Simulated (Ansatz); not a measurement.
## How far each method lies from full CI for CH2, triplet

Geometry: a PBE0/def2-TZVP stationary point for this spin, not checked as a minimum.

```xyz
3

C     0.0000   -0.0596    0.0000
H     0.0000    0.3549   -0.9962
H     0.0000    0.3549    0.9962
```

Basis cc-pVDZ; Ansatz 0.2.0. Correlated methods freeze the noble-gas cores, which leaves 6 electrons in 23 orbitals. R marks a restricted (for open shells ROHF) determinant, U an unrestricted one. Active spaces: pair = (4e, 4o) about the gap; valence = (6e, 6o) chosen from the atoms' valence shells.

Full CI is exact within this basis and frozen core; it isn't the basis-set limit. The frozen core follows each run's orbitals, which can shift R against U totals by a few meV.

For open shells CISD is restricted-active-space CI with the open shells as a complete middle space.

The UHF ⟨S²⟩ is 2.016, the T1 diagnostic (RCCSD) is 0.0201 and the largest doubles amplitude (RCCSD) is 0.038. The T1 diagnostic (UCCSD) is 0.0089.

```csv
level,E − E(full CI) (mEh),share of correlation (%),wall time
RHF,120.54,0.00,–
UHF,115.13,4.49,–
RMP2,22.84,81.05,–
UMP2,22.30,81.50,–
CISD,4.80,96.02,0.27 s
RCCSD,2.22,98.16,–
UCCSD,2.14,98.22,–
RCCSD(T),0.45,99.63,0.36 s
UCCSD(T),0.42,99.66,0.36 s
BCCD(T),0.45,99.63,0.3 s
RCCSDT,0.08,99.94,–
UCCSDT,0.04,99.97,–
RCCSDT(Q),0.00,100.00,1.8 s
UCCSDT(Q),-0.03,100.03,1.6 s
CASSCF (valence space),82.03,31.95,–
NEVPT2 (valence space),18.80,84.41,0.15 s
MRCISD (valence space),2.73,97.73,–
MRCISD+Q (valence space),0.16,99.86,0.39 s
```

The correlation energy at full CI, counted from RHF, is -3.280 eV. That run took 1.4 s on 1 thread of AMD EPYC 9R45, shared host over 781,936 determinants.

Run but not shown, since their state or frozen core can't be matched to the reference's or they repeat it: CASSCF (pair space), NEVPT2 (pair space), MRCISD (pair space), MRCISD+Q (pair space).

Times hold each run's SCF and search for its determinant on a shared host, so for small cases they say little of a method's own cost; they ran on 1 thread of AMD EPYC 9R45.

The full-CI state has the irrep B1 of C2v, in the program's axes.

Natural occupations of full CI about the gap: 1.963 1.958 0.992 0.991 0.026 0.020 0.008 0.007 0.007 0.006; effectively unpaired electrons, Σ n²(2−n)², 2.02.
